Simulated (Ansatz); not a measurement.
Z-matrix (Å, degrees):
```
C
F 1 1.3507
F 1 1.3507 2 108.53
F 1 1.3507 2 108.53 3 117.77
H 1 1.1010 2 110.40 4 121.12
```
Charge 0, multiplicity 1.

Level of theory: frozen-core CCSD(T)/cc-pVQZ // PBE-D3(BJ)/def2-TZVP (Ansatz, a program for electronic structure).

```
Item                           Result
----------------------  -------------
HF energy               -336.92995 Ha
MP2 correlation energy    -0.99715 Ha
```

### Question
Estimate the CCSD correlation energy, the (T) correction, the total energy and the T1 diagnostic.

### Answer

| Property | Result |
|---|---|
| CCSD correlation energy | -0.99548 Ha |
| (T) correction | -0.03344 Ha |
| CCSD(T) total energy | -337.95887 Ha |
| T1 diagnostic | 0.012 |
